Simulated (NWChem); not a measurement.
**Correlation energy of O$_{3}$ (-1)**

```
O
O 1 1.3642
O 1 1.3642 2 116.03
```
Charge -1, spin multiplicity 2.

Everything below was run with NWChem. All single points use one geometry, from UPBE/def2-SVP, a minimum by its harmonic frequencies.

Basis set: aug-cc-pVDZ. Each correlation energy counts from its own Hartree-Fock reference.

The correlated methods keep 3 core orbitals frozen. The structure started from a generated list of species. The unpaired electrons of the parent sit in orbitals of symmetry b2 (C2v labels of the run); other states weren't searched. The anion's geometry comes from a basis without diffuse functions. The stability of the SCF solutions was not checked. Open-shell Hartree-Fock references start from PBE0 orbitals. Coupled-cluster values serve here as a point of comparison, not as the truth.

Problem. One of these methods gave a correlation energy of -610.1 mHa. Which?
A) CCSD(T) on UHF
B) SCS-UMP2
C) CCSD on UHF
D) UMP2

Solution. D, UMP2. The others give -582.9 (SCS-UMP2), -648.0 (CCSD(T) on UHF), -620.6 (CCSD on UHF).
